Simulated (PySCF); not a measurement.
C3H4, SMILES C=C=C.

Geometry: B3LYP-D3(BJ)/def2-TZVP.

Calculation: TDDFT-PBE/def2-SVPD (PySCF).

Vertical excitations; the highest root listed may be one member of a degenerate set. Gas-phase values at a fixed geometry. State labels are in the subgroup D2.

Q: Estimate the UV-visible absorptions. (The exact figures need the calculation; the answer reports its results.)

A: 
| state | symmetry | energy (eV) | λ (nm) | f | main pairs |
|---|---|---|---|---|---|
| S1 | B1 | 5.86 | 212 | 0.000 | HOMO−1→LUMO+1 50 %, HOMO→LUMO 50 % |
| S2 | A | 6.06 | 204 | 0.000 | HOMO−1→LUMO 50 %, HOMO→LUMO+1 50 % |
| S3 | B3 | 6.89 | 180 | 0.012 | HOMO→LUMO+2 (degenerate set) |
| S4 | B2 | 6.89 | 180 | 0.012 | HOMO−1→LUMO+2 (degenerate set) |
| S5 | A | 7.12 | 174 | 0.000 | HOMO→LUMO+1 47 %, HOMO−1→LUMO 47 % |
| S6 | B2 | 7.73 | 160 | 0.036 | HOMO→LUMO+3 (degenerate set) |
| S7 | B3 | 7.73 | 160 | 0.036 | HOMO−1→LUMO+3 (degenerate set) |
| S8 | B1 | 8.00 | 155 | 1.078 | HOMO→LUMO 45 %, HOMO−1→LUMO+1 45 % |
| S9 | B2 | 8.81 | 141 | 0.020 | HOMO−1→LUMO+4 (degenerate set) |
| S10 | B3 | 8.81 | 141 | 0.020 | HOMO→LUMO+4 (degenerate set) |
| T1 | A | 4.71 | 263 | 0 | HOMO→LUMO+1 49 %, HOMO−1→LUMO 49 % |
| T2 | B1 | 4.92 | 252 | 0 | HOMO−1→LUMO+1 50 %, HOMO→LUMO 50 % |
| T3 | A | 5.45 | 227 | 0 | HOMO−1→LUMO 50 %, HOMO→LUMO+1 50 % |
| T4 | B1 | 5.70 | 218 | 0 | HOMO→LUMO 50 %, HOMO−1→LUMO+1 50 % |
Triplets are in the Tamm–Dancoff approximation, which puts them higher than full response would, so one can lie above its singlet here.
